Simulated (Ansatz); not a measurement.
```xyz
4

C    -0.1183   -0.0827   -0.5070
C    -0.0856   -0.0548    0.8800
H    -0.0992   -0.9907   -0.9433
H    -0.0028    0.9170   -1.0730
```

RHF-MP2 on singlet C2H2 was run in several spherical basis sets with Ansatz (development build ahead of 0.2.0). Frozen core: 2 orbitals.

Task: Rank the basis sets by the total energy that they give, lowest first, with the distance from the lowest.
A. STO-3G
B. def2-SVP
C. 6-31G
D. cc-pVDZ

Result: D (0.00 eV), B (1.90 eV), C (3.08 eV), A (30.15 eV).

Totals follow the description of the cores as much as that of the bonds, so this order isn't one of quality for chemistry.
